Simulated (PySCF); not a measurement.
Compound: thiopropynal, C3H2S.
Numbering: `[CH:1]#[C:2][CH:3]=[S:4]` (hydrogens: H5 on C1; H6 on C3)

Computed by this run: PySCF, BHandHLYP/def2-TZVP geometry optimisation, gas phase; density fitting, grid level 1; the optimiser is geomeTRIC in internal coordinates, started from a GFN2-xTB structure.

Step 3: E = -13975.4807 eV
```
atom  x, y, z in Å  |  force x, y, z in eV/Å
C1      1.5473   -0.1486   -0.0555   -0.087  -0.140  -0.016
C2      0.3598   -0.0430   -0.0175    0.080   0.193   0.022
C3     -1.0297    0.1941    0.0425    0.020  -0.106  -0.011
S4     -2.1673   -0.9340   -0.0793   -0.007   0.017   0.004
H5      2.5921   -0.2982   -0.0962    0.011   0.030   0.004
H6     -1.2991    1.2315    0.1844   -0.017   0.006  -0.002
```

Step 4: E = -13975.4829 eV
```
atom  x, y, z in Å  |  force x, y, z in eV/Å
C1      1.5475   -0.1521   -0.0559   -0.032  -0.099  -0.012
C2      0.3621   -0.0300   -0.0154    0.024   0.098   0.016
C3     -1.0290    0.1959    0.0438   -0.001  -0.039  -0.017
S4     -2.1615   -0.9371   -0.0803    0.012   0.002   0.006
H5      2.5916   -0.3060   -0.0976    0.006   0.029   0.004
H6     -1.3075    1.2311    0.1838   -0.009   0.009   0.004
```

Step 5: E = -13975.4837 eV
```
atom  x, y, z in Å  |  force x, y, z in eV/Å
C1      1.5462   -0.1605   -0.0571    0.008  -0.020  -0.004
C2      0.3644   -0.0106   -0.0166   -0.008  -0.004  -0.035
C3     -1.0286    0.2028    0.0366   -0.013  -0.001   0.107
S4     -2.1475   -0.9447   -0.0776    0.009   0.001  -0.029
H5      2.5900   -0.3179   -0.0960    0.002   0.014   0.004
H6     -1.3213    1.2327    0.1892    0.002   0.009  -0.043
```

**Question.** Estimate the geometry and energy of step 6. (The exact step hangs on the optimiser's Hessian estimate; all steps are aligned on step 5, rigid shifts and turns removed.)

**Answer.** E = -13975.4830 eV, largest force 0.154 eV/Å
```
atom  x, y, z in Å  |  force x, y, z in eV/Å
C1      1.5449   -0.1669   -0.0578    0.019   0.034   0.005
C2      0.3655   -0.0020   -0.0075   -0.012  -0.066   0.042
C3     -1.0281    0.2045    0.0543   -0.017   0.052  -0.144
S4     -2.1390   -0.9478   -0.0864    0.000  -0.008   0.045
H5      2.5888   -0.3219   -0.1031   -0.001   0.000  -0.002
H6     -1.3288    1.2360    0.1790    0.010  -0.012   0.055
```

The energy changes by +0.0007 eV. The first-order estimate −F·Δx gives -0.0023 eV and the mean of the old and new forces, exact on a quadratic surface, +0.0008 eV. The step makes an angle of 53° with the force vector and moves no atom by more than 0.018 Å. The energy falls at the start of this step and ends higher, so the step passed the lowest point of its straight line.

What follows is the cost of the whole optimisation. Hardware: one thread of an Arm Neoverse V1, shared host. Cost: 27 s, 0.49 GiB resident at most.
